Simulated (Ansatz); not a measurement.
**AlH+ (doublet): wave-function methods side by side, def2-QZVPP**

An exercise on one series of results from a longer session: the logs are not shown, and one member is left open.

Computed with Ansatz 0.2.0, Gaussian basis. Level: def2-QZVPP, core rule «outside noble gas», up to 5 orbitals frozen.

The runs, in order: UHF; ROHF; CCSD(T) on UHF.

2 further runs of the same task are left out: 2 set aside as unsound or not needed.

### What is computed

The geometry is a PBE0/def2-TZVP stationary point (not a proven minimum) of the parent state, kept for this charge and spin.

2 atoms, charge 1, spin multiplicity 2.

Atoms are counted from 1 here; the program's logs count them from 0.

Bond lengths: Al1–H2 1.665 Å.

The first run:

The input, in.yaml:

```yaml
crystal:
  periodic: [false, false, false]
  atoms:
    - {symbol: Al, position_ang: [0.000000, 0.000000, 0.000000]}
    - {symbol: H, position_ang: [0.000000, 0.000000, 1.664886]}
basis:
  gaussian: {orbitals: "def2-QZVPP.json"}
total_charge: 1
magnetization: {spin_polarized: true, initial_magnetization: 1}
hamiltonian: {xc: hf}
output: {orbitals: {seedname: orbitals}}
```

Command:

```bash
ansatz run in.yaml --threads 1 --pin off --events-out ev --progress --plain --max-ram 2393MiB
```

Steps of the session up to this table: UHF; ROHF; CCSD(T) on UHF.

One table of the session follows, with a row left open; its other results are not shown here.

| method | from UCCSD(T) (kcal/mol) |
| --- | --- |
| ROHF | +33.67 |
| UHF | +30.43 |
| UMP2 | ? |
| UCCSD | +0.42 |
| UCCSD(T) | 0 |

**Question.** Estimate the row for UMP2.

The run gave: from UCCSD(T) (kcal/mol): +8.21. In the column «from UCCSD(T) (kcal/mol)» it lies between UCCSD (+0.42) and UHF (+30.43).
